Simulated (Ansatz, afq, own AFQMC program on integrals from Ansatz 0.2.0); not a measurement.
Integrals from Ansatz 0.2.0, then the random walk in our own AFQMC program (afq).

```yaml
crystal:
  periodic: [false, false, false]
  atoms:
    - {symbol: N, position_ang: [0.000000, 0.000000, 0.000000]}
    - {symbol: H, position_ang: [0.590343, 0.592302, 0.590214]}
    - {symbol: H, position_ang: [-0.592921, -0.588246, 0.591684]}
    - {symbol: H, position_ang: [-0.588983, 0.589598, -0.594267]}
    - {symbol: H, position_ang: [0.591561, -0.593654, -0.587631]}
basis:
  gaussian: {orbitals: 6-31G}
total_charge: 1
magnetization: {spin_polarized: false}
correlation: {method: ccsd_t, electrons: outside_noble_gas, hamiltonian_folder: ham}
```

```sh
$ ansatz run in.yaml --threads 1 --pin off --events-out ev --progress --plain --max-ram 1843MiB
```

afq runs on the folder ham with

```
--method phaseless --trial hf --walkers 400 --populations 1 --least-time 40 --time-step 0.005 --steps-per-block 20 --equilibration-blocks 112 --max-blocks 600 --target-error 0.00102 --factor-cut 1e-05 --seed 4283 --taylor-order 6
```

Times are imaginary, in 1/Eh. The walk had a cap of 269 s.

afq prints:

```
orbitals 16  electrons 4 4  factors 107 of 260
reference energy -56.51604988 Eh
CCSD correlation -0.13262408 Eh in 8 cycles, weight of the determinant in the CISD state 0.9513
energy of the start -56.516050 Eh
 block  time / (1/Eh)  mean weight  energy / Eh
     1     0.100  1.0001  -56.550518
     2     0.200  1.0007  -56.571739
     3     0.300  1.0014  -56.592002
     4     0.400  1.0012  -56.602598
     5     0.500  1.0017  -56.617457
     8     0.800  0.9999  -56.643374
    15     1.500  0.9996  -56.640336
    57     5.700  1.0004  -56.639897
    99     9.900  0.9999  -56.663306
   141    14.100  0.9994  -56.642149
   183    18.300  1.0012  -56.660366
   225    22.500  1.0005  -56.643477
   267    26.700  1.0000  -56.642090
   309    30.900  1.0007  -56.647443
   351    35.100  1.0005  -56.659327
   393    39.300  1.0002  -56.656671
   435    43.500  0.9992  -56.654983
   477    47.700  0.9995  -56.657593
   505    50.500  1.0001  -56.673558
   519    51.900  1.0003  -56.660378
   533    53.300  1.0005  -56.635906
   561    56.100  1.0000  -56.668461
blocks merged  error / Eh  count
     1  0.000461  450
     2  0.000608  225
     4  0.000782  112
     8  0.000929  56
    16  0.000995  28
    32  0.001199  14
energy -56.652038 +/- 0.000995 Eh
(rows thinned)
```

The run passed its tests (sampling time, drift between the halves within three errors, error under three times the target), which doesn't prove that it has relaxed. The second half of the sampling lies below the first by 1.8 errors of their difference, so the energy may still be moving and its error bar be too small.

Against this walk (error 27.1 meV) on the same determinant: CCSD(T) 55.4 meV higher, CCSDT(Q) 44.9 meV higher (within the noise), CCSDTQ 45.2 meV higher (within the noise), full CI 44.9 meV higher (within the noise), a separate phaseless walk with a CISD trial and standard settings 43.2 ± 27.5 meV higher (within the noise). The error is statistical and leaves out the bias of the constraint.

Cautions: constraint bias not in the error.

The walk took 70 s on 1 thread of Intel(R) Xeon(R) 6975P-C (Granite Rapids), on a shared host. The log's last line is the phaseless energy.

CCSDT and higher add their correlation energy to the determinant of the CCSD(T) run, since their own runs factorise the integrals more tightly (a shift of under 2 meV). A walk keeps the symmetry of its determinant, which the program's search chose and which needn't be the lowest solution, so a lower state of the same spin and another symmetry isn't excluded.
